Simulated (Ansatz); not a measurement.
**CHNS+ (doublet): energies up the ladder**

The task, for CHNS+ (doublet): energies up the ladder. Charge +1. Spin multiplicity 2.

Method: the levels named in each step, in Ansatz 0.2.0.

## (1) The starting structure

Bond lengths: N1–C2 1.196 Å, C2–S3 1.550 Å, N1–H4 0.996 Å. Angles: N1–C2–S3 169.6°, C2–N1–H4 137.3°.

Coordinates:

```xyz
4

N    -1.6631   -0.2446    0.3287
C    -0.5044    0.0020    0.1613
S     0.9915    0.1022   -0.2311
H    -2.4201    0.1237    0.8612
```

## (2) A rough first relaxation, PBE-D4/def2-SVP

Contents of input.yaml:

```yaml
crystal:
  periodic: [false, false, false]
  atoms:
    - { symbol: "N", position_ang: [-1.66307, -0.24457, 0.32869] }
    - { symbol: C, position_ang: [-0.5044, 0.00198, 0.16127] }
    - { symbol: S, position_ang: [0.99148, 0.10221, -0.23106] }
    - { symbol: H, position_ang: [-2.42009, 0.12374, 0.86121] }
magnetization:
  spin_polarized: true
  initial_magnetization: 1
total_charge: 1
basis:
  gaussian: { orbitals: def2-SVP }
hamiltonian:
  xc: pbe
  dispersion: d4
relax:
  f_tol: 0.03
  max_steps: 200
```

Launch:

```
$ ansatz run input.yaml --threads 2 --pin off --max-ram 5120MiB --backend cpu --events-out ev --progress --plain --runs-dir out
```

Further steps of the session: Relaxation, PBE0-D4/def2-TZVPP; Frequencies, PBE0-D4/def2-TZVPP; Single point, PBE-D4/def2-TZVPP; Single point, r2SCAN-D4/def2-TZVPP; Single point, B3LYP-D4/def2-TZVPP; Single point, wB97M-V/def2-TZVPP; Single point, B2PLYP/def2-TZVPP; Single point, LDA/def2-TZVPP; Single point, PBE0-D4/def2-SVP; Single point, PBE-D4/def2-SVP; Single point, CCSD(T)/def2-TZVPP; Single point, CCSD(T)/def2-QZVPP.

What does the calculation give? Wanted: N1–C2 at PBE0-D4/def2-TZVPP; C2–S3 at PBE0-D4/def2-TZVPP; frequencies at PBE0-D4/def2-TZVPP; energy at CCSD(T)/CBS.

**Answer**, as computed:

| quantity | value |
| --- | --- |
| N1–C2 at PBE0-D4/def2-TZVPP | 1.154 Å |
| C2–S3 at PBE0-D4/def2-TZVPP | 1.618 Å |
| frequencies at PBE0-D4/def2-TZVPP | 126 to 3685 cm⁻¹ |
| energy at CCSD(T)/CBS | -13353.606 eV |

What this shows: No mode is imaginary, so the geometry is a minimum. These totals serve in differences with atoms or fragments at the same level; alone they don't rank the methods. <S²> exceeds the pure value by up to 0.12: some mean fields break spin symmetry, which blurs their results.
